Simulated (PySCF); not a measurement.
Isomers of C2H2O. Isolated molecules, 0 K electronic values unless said otherwise. Strings in code marks are SMILES.

The LUMO from two functionals at the same geometries (B3LYP-D3(BJ)/def2-TZVP), both in PySCF: PBE-D3(BJ)/def2-TZVP and B3LYP-D3(BJ)/def2-TZVP. B3LYP has the VWN-RPA correlation part, as in Gaussian. 

```json
[
 {"species": "`C1=CO1`", "PBE-D3(BJ)/def2-TZVP (eV)": "-1.45", "B3LYP-D3(BJ)/def2-TZVP (eV)": "-0.67"},
 {"species": "`C#CO`", "PBE-D3(BJ)/def2-TZVP (eV)": "-0.56", "B3LYP-D3(BJ)/def2-TZVP (eV)": "-0.03"},
 {"species": "`C=C=O`", "PBE-D3(BJ)/def2-TZVP (eV)": "-2.09", "B3LYP-D3(BJ)/def2-TZVP (eV)": "-1.23"}
]
```

Over these rows, drawn at random from the members with no instability flagged (it was tested for open shells, ions and some series alone), PBE minus B3LYP-D3(BJ): mean -0.72 eV, from -0.86 eV to -0.53 eV.
